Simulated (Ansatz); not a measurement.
# A basis-limit estimate, worked out

An elementary step of CH$_{5}$BO, singlet (CH₅BO ([CH3][BH][OH]) → CH₃BO ([CH3][B][O]) + H₂; bonds formed: H2–H4; bonds broken: B1–H2, O3–H4). “Start” is the structure reached by relaxing down from the saddle towards the reactants; PBE0-D4/def2-TZVP structures. The saddle:

```json
{"atom": "B1", "x (Å)": "0.1788", "y (Å)": "-0.3849", "z (Å)": "-0.4114"}
{"atom": "H2", "x (Å)": "0.0349", "y (Å)": "0.5187", "z (Å)": "-1.5518"}
{"atom": "O3", "x (Å)": "0.6042", "y (Å)": "-1.4757", "z (Å)": "-0.9448"}
{"atom": "H4", "x (Å)": "0.3622", "y (Å)": "-0.4119", "z (Å)": "-1.7345"}
{"atom": "C5", "x (Å)": "-0.2202", "y (Å)": "0.3071", "z (Å)": "0.9141"}
{"atom": "H6", "x (Å)": "-0.1105", "y (Å)": "-0.3895", "z (Å)": "1.7487"}
{"atom": "H7", "x (Å)": "0.4076", "y (Å)": "1.1827", "z (Å)": "1.1015"}
{"atom": "H8", "x (Å)": "-1.2569", "y (Å)": "0.6535", "z (Å)": "0.8781"}
```

Computed with Ansatz 0.2.0 (basis: def2-TZVPP and def2-QZVPP); correlated methods freeze the cores.

Energies in eV:

| quantity | saddle | start |
| --- | --- | --- |
| Hartree–Fock, triple zeta (X = 3) | -3818.38816 | -3821.59735 |
| Hartree–Fock, quadruple zeta (X = 4) | -3818.58154 | -3821.78724 |
| MP2 correlation, X = 3 | -14.98556 | -14.25954 |
| MP2 correlation, X = 4 | -16.00843 | -15.27902 |
| CCSD(T) correlation, X = 3 | -16.15803 | -15.52741 |

Task: Work out the barrier at the basis limit: extrapolate Hartree–Fock as E(X) = E∞ + A exp(−7.88 √X) and the MP2 correlation as E(X) = E∞ + B X^−2.97 (the exponents that Neese and Valeev fitted for def2-TZVPP and QZVPP), then add CCSD(T) − MP2 in triple zeta.

Result: Each step is linear, so take the differences first (saddle − start): Hartree–Fock 3.20919 (X = 3) and 3.20570 (X = 4); MP2 correlation -0.72602 and -0.72941; CCSD(T) correlation -0.63062.
Two points give E∞ = E(4) + w [E(4) − E(3)], with w = 1/(exp(7.88 (2 − √3)) − 1) = 0.1377 for Hartree–Fock and w = 1/((4/3)^2.97 − 1) = 0.7407 for the correlation.
Hartree–Fock: 3.20570 + 0.1377 × (-0.00349) = 3.2052 eV.
MP2 correlation: -0.72941 + 0.7407 × (-0.00339) = -0.7319 eV.
CCSD(T) − MP2: -0.63062 − (-0.72602) = 0.0954 eV.
Sum: 3.2052 + (-0.7319) + 0.0954 = 2.5687 eV, or 59.24 kcal/mol. Plain CCSD(T) in triple zeta gives 2.5786 eV, so the larger basis shifts the result by -0.0099 eV.

No T1 diagnostic of these runs exceeds 0.017.

Labels in which every atom is bracketed show which atoms are joined, not bond orders.

For scale, one of the runs: CCSD(T)/def2-TZVPP, 163 basis functions, launched by `ansatz run in.yaml --threads 2 --pin off --events-out ev --progress --plain --max-ram 4352MiB`. Hardware: 2 CPU threads of an Arm Neoverse V2, shared host. Wall time 20 s; peak host memory 1.3 GiB.
